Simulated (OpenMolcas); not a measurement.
# triplet HF, step by step

Aim: a series of 9 runs (ROHF/pcseg-0, CASSCF(8,5)/pcseg-0, CASPT2(8,5)/pcseg-0, CASPT2[IPEA 0](8,5)/pcseg-0, SC-NEVPT2(8,5)/pcseg-0, PC-NEVPT2(8,5)/pcseg-0, MC-PDFT[tPBE](8,5)/pcseg-0, MRCI(8,5)/pcseg-0, and more) of triplet HF. 

The calculation is run with OpenMolcas 26.06.

## Step 1: The system as given

HF: 2 atoms, total charge 0, spin state triplet. As SMILES of the parent species, `F`. The shape is that of a PBE0-D4/def2-TZVP optimisation. That shape belongs to the parent species and isn't relaxed for this state.

Bond lengths: F1–H2 0.920 Å.

## Step 2: The energy at ROHF/pcseg-0 (run 1)

The input, struct.xyz:

```xyz
2

F     -0.390000     0.144600    -0.196400
H      0.390000    -0.144600     0.196400
```

The input, step1.inp:

```
&GATEWAY
BasLib = $CurrDir
Coord = struct.xyz
Basis = pcseg-0
Group = NoSym
&SEWARD
&SCF
UHF
Spin = 3
PrOrbitals = 1 1
&RASSCF
FileOrb = $Project.UnaOrb
Spin = 3
Nactel = 2 0 0
Inactive = 4
Ras2 = 2
OutOrbitals = Canonical
OrbListing = Nothing
```

The basis set pcseg-0 is read from a file made from the Basis Set Exchange's data (not shown).

Launch:

```sh
export MOLCAS_MEM=1860
pymolcas step1.inp > step1.log
```

Standard output:

```text
--- Start Module: gateway ---
[...]
--- Stop Module: gateway /rc=_RC_ALL_IS_WELL_ ---
[...]
      Basis functions           11
[...]
--- Start Module: scf ---
[...]
       Convergence after  19 Iterations
[...]
::    Total SCF energy                                -99.3700570663
[...]
      Total spin, S                                     1.0006171381
[...]
--- Stop Module: scf /rc=_RC_ALL_IS_WELL_ ---
--- Start Module: rasscf ---
[...]
      Number of active orbitals                  2
[...]
      Spin quantum number                      1.0
[...]
      Active orbitals                            2
[...]
      Number of CSFs                             1
[...]
      Number of root(s) required                 1
[...]
      Convergence after  7 iterations
[...]
      printout of CI-coefficients larger than  0.05 for root  1
      energy=     -99.368250
      conf/sym  11     Coeff  Weight
             1  uu   1.00000 1.00000
      Natural orbitals and occupation numbers for root  1
      sym 1:   1.000000   1.000000
      ************************************************************************************************************************
      *                                                    Final results                                                     *
[...]
::    RASSCF root number  1 Total energy:    -99.36825016
[...]
      Total electronic charge=   10.000000
      Total            charge=   -0.000000
[...]
      Dipole Moment (debye):
      Origin of the operator (angstrom)=   -0.3507    0.1300   -0.1766
                   X= -1.7560E+00               Y=  6.5108E-01               Z= -8.8431E-01           Total=  2.0711E+00
      Quadrupole Moment (debye*angstrom):
[...]
--- Stop Module: rasscf /rc=_RC_ALL_IS_WELL_ ---
[...]
```

It took 3.3 s on 1 thread of Intel Xeon Platinum 8259CL at 2.50GHz (Skylake/Cascade Lake), shared host; peak memory 0.37 GiB.

## Step 3: The energy at CASSCF(8,5)/pcseg-0 (run 2)

struct.xyz is that of step 2.

The input, step2.input:

```
* FH CASSCF

&GATEWAY
  BASLIB
  $CurrDir
  COORD
  struct.xyz
  BASIS
  pcseg-0
  GROUP
  NoSym

&SEWARD

&RASSCF
  FILEORB
  $CurrDir/step1.RasOrb
  SPIN
  3
  NACTEL
  8 0 0
  INACTIVE
  1
  RAS2
  5
  ORBLISTING
  Nothing
  ORBAPPEAR
  Compact
```

The basis set pcseg-0 is read from a file made from the Basis Set Exchange's data (not shown).

Launch:

```sh
export MOLCAS_MEM=1860
pymolcas step2.input > step2.log
```

Standard output:

```text
--- Start Module: gateway ---
[...]
--- Stop Module: gateway /rc=_RC_ALL_IS_WELL_ ---
--- Start Module: seward ---
[...]
      Basis functions           11
--- Stop Module: seward /rc=_RC_ALL_IS_WELL_ ---
[...]
--- Start Module: rasscf ---
[...]
      Number of active orbitals                  5
[...]
      Spin quantum number                      1.0
[...]
      Active orbitals                            5
[...]
      Number of CSFs                            10
[...]
      Number of root(s) required                 1
[...]
      Convergence after  4 iterations
[...]
      printout of CI-coefficients larger than  0.05 for root  1
      energy=     -99.368250
      conf/sym  11111     Coeff  Weight
             1  222uu   1.00000 1.00000
      Natural orbitals and occupation numbers for root  1
      sym 1:   2.000000   2.000000   2.000000   1.000000   1.000000
      ************************************************************************************************************************
      *                                                    Final results                                                     *
[...]
::    RASSCF root number  1 Total energy:    -99.36825016
[...]
      Total electronic charge=   10.000000
      Total            charge=   -0.000000
[...]
      Dipole Moment (debye):
      Origin of the operator (angstrom)=   -0.3507    0.1300   -0.1766
                   X= -1.7560E+00               Y=  6.5108E-01               Z= -8.8431E-01           Total=  2.0711E+00
      Quadrupole Moment (debye*angstrom):
[...]
--- Stop Module: rasscf /rc=_RC_ALL_IS_WELL_ ---
[...]
```

Run time: 2.6 s. Hardware: 1 thread of Intel Xeon Platinum 8259CL at 2.50GHz (Skylake/Cascade Lake), shared host; peak memory 0.37 GiB.

Runs 3 to 4 aren't shown in full; the table further down has their settings and results.

## Step 4: A single-point energy at SC-NEVPT2(8,5)/pcseg-0 (run 5)

struct.xyz is that of step 3.

The input, step5.inp:

```
>>> EXPORT MOLCAS_PRINT=2

&gateway
 baslib=$CurrDir
 coord=struct.xyz
 basis=pcseg-0
 group=NoSym

&seward

&rasscf
 fileorb=$CurrDir/step2.RasOrb
 spin=3
 nactel=8 0 0
 inactive=1
 ras2=5
 orblisting=Nothing
 orbappear=Compact

&caspt2
 sc-nevpt2
 frozen=1
```

The basis set pcseg-0 is read from a file made from the Basis Set Exchange's data (not shown).

Launch:

```sh
export MOLCAS_MEM=1860
pymolcas step5.inp > step5.log
```

Standard output:

```text
--- Start Module: gateway ---
[...]
--- Stop Module: gateway /rc=_RC_ALL_IS_WELL_ ---
[...]
      Basis functions           11
[...]
--- Start Module: rasscf ---
[...]
      Number of active orbitals                  5
[...]
      Spin quantum number                      1.0
[...]
      Active orbitals                            5
[...]
      Number of CSFs                            10
[...]
      Number of root(s) required                 1
[...]
      Convergence after  4 iterations
[...]
      printout of CI-coefficients larger than  0.05 for root  1
      energy=     -99.368250
      conf/sym  11111     Coeff  Weight
             1  222uu   1.00000 1.00000
      Natural orbitals and occupation numbers for root  1
      sym 1:   2.000000   2.000000   2.000000   1.000000   1.000000
      ************************************************************************************************************************
      *                                                    Final results                                                     *
[...]
::    RASSCF root number  1 Total energy:    -99.36825016
[...]
      Total electronic charge=   10.000000
      Total            charge=   -0.000000
[...]
      Dipole Moment (debye):
      Origin of the operator (angstrom)=   -0.3507    0.1300   -0.1766
                   X= -1.7560E+00               Y=  6.5108E-01               Z= -8.8431E-01           Total=  2.0711E+00
      Quadrupole Moment (debye*angstrom):
[...]
--- Stop Module: rasscf /rc=_RC_ALL_IS_WELL_ ---
--- Start Module: caspt2 ---
[...]
      E2 (Variational):          -0.0802989685
[...]
      E2 (Variational):          -0.0794431606
      Total energy:             -99.4476933175
[...]
      Reference weight:           0.98704
[...]
::    SC-NEVPT2 Root  1     Total energy:    -99.44769332
[...]
--- Stop Module: caspt2 /rc=_RC_ALL_IS_WELL_ ---
[...]
```

It took 2.5 s on 1 thread of Intel Xeon Platinum 8259CL at 2.50GHz (Skylake/Cascade Lake), shared host; peak memory 0.37 GiB.

Runs 6 to 8 aren't shown in full; the table further down has their settings and results.

## Step 5: A single-point energy at MRACPF(8,5)/pcseg-0 (run 9)

struct.xyz is that of step 4.

The input, step9.inp:

```
* FH MR-ACPF
&GATEWAY
BasLib = $CurrDir
Coord = struct.xyz
Basis = pcseg-0
Group = NoSym
&SEWARD
&RASSCF
FileOrb = $CurrDir/step2.RasOrb
Spin = 3
Nactel = 8 0 0
Inactive = 1
Ras2 = 5
OrbListing = Nothing
OrbAppear = Compact
&MOTRA
LumOrb
Frozen = 1
&GUGA
Electrons = 8
Spin = 3
Inactive = 0
Active = 5
CIAll = 1
&MRCI
ACPF
```

The basis set pcseg-0 is read from a file made from the Basis Set Exchange's data (not shown).

Launch:

```sh
export MOLCAS_MEM=1860
pymolcas step9.inp > step9.log
```

Standard output:

```text
--- Start Module: gateway ---
[...]
--- Stop Module: gateway /rc=_RC_ALL_IS_WELL_ ---
[...]
      Basis functions           11
[...]
      Number of active orbitals                  5
[...]
      Spin quantum number                      1.0
[...]
      Active orbitals                            5
[...]
      Number of CSFs                            10
[...]
      Number of root(s) required                 1
[...]
      Convergence after  4 iterations
[...]
      printout of CI-coefficients larger than  0.05 for root  1
      energy=     -99.368250
      conf/sym  11111     Coeff  Weight
             1  222uu   1.00000 1.00000
      Natural orbitals and occupation numbers for root  1
      sym 1:   2.000000   2.000000   2.000000   1.000000   1.000000
      ************************************************************************************************************************
      *                                                    Final results                                                     *
[...]
::    RASSCF root number  1 Total energy:    -99.36825016
[...]
      Dipole Moment (debye):
      Origin of the operator (angstrom)=   -0.3507    0.1300   -0.1766
                   X= -1.7560E+00               Y=  6.5108E-01               Z= -8.8431E-01           Total=  2.0711E+00
      Quadrupole Moment (debye*angstrom):
[...]
--- Start Module: guga ---
[...]
--- Stop Module: guga /rc=_RC_ALL_IS_WELL_ ---
--- Start Module: mrci ---
[...]
       USE THE DEFAULT ACPF G-VALUE GFAC=  0.25000000000000000
[...]
    MR ACPF CALCULATION.
[...]
            REFERENCE CI ENERGY:   -99.36825016
[...]
        ACPF CORRELATION ENERGY:    -0.09658139
                    ACPF ENERGY:   -99.46483154
[...]
      Total electronic charge=   10.000000
      Total            charge=   -0.000000
[...]
  ACPF State   1     Total energy:    -99.46483154
[...]
```

Wall time 2.5 s (1 thread of Intel Xeon Platinum 8259CL at 2.50GHz (Skylake/Cascade Lake), shared host); peak memory 0.37 GiB.

## Step 6: The series

| run | level | active rule | inactive | energy (Eh) | dipole moment (D) of the reference | wall time |
| --- | --- | --- | --- | --- | --- | --- |
| 1 | ROHF/pcseg-0 | – | – | -99.368250 | 2.07 | 3.3 s |
| 2 | CASSCF(8,5)/pcseg-0 | full valence | 1 | -99.368250 | 2.07 | 2.6 s |
| 3 | CASPT2(8,5)/pcseg-0 | full valence | 1 | -99.460636 | 2.07 | 2.7 s |
| 4 | CASPT2[IPEA 0](8,5)/pcseg-0 | full valence | 1 | -99.461831 | 2.07 | 2.5 s |
| 5 | SC-NEVPT2(8,5)/pcseg-0 | full valence | 1 | -99.447693 | 2.07 | 2.5 s |
| 6 | PC-NEVPT2(8,5)/pcseg-0 | full valence | 1 | -99.448549 | 2.07 | 2.6 s |
| 7 | MC-PDFT[tPBE](8,5)/pcseg-0 | full valence | 1 | -99.646610 | 2.07 | 2.4 s |
| 8 | MRCI(8,5)/pcseg-0 | full valence | 1 | -99.463405 | 2.07 | 2.5 s |
| 9 | MRACPF(8,5)/pcseg-0 | full valence | 1 | -99.464832 | 2.07 | 2.5 s |

## Step 7: Results

| quantity | value |
| --- | --- |
| run 9, MRACPF(8,5)/pcseg-0: total energy | -99.46483 Eh |
| run 9, MRACPF(8,5)/pcseg-0: dipole moment (CASSCF density) | 2.07 D |

Below the ROHF energy at the same shape and in the same basis (pcseg-0): CASSCF(8,5) +0.0 mEh; CASPT2(8,5) -92.4 mEh; CASPT2[IPEA 0](8,5) -93.6 mEh; SC-NEVPT2(8,5) -79.4 mEh; PC-NEVPT2(8,5) -80.3 mEh; MRCI(8,5) -95.2 mEh. Active-space methods hold only the correlation inside their space unless a perturbation or CI step follows. All runs together took 24 s, the longest 3.3 s.
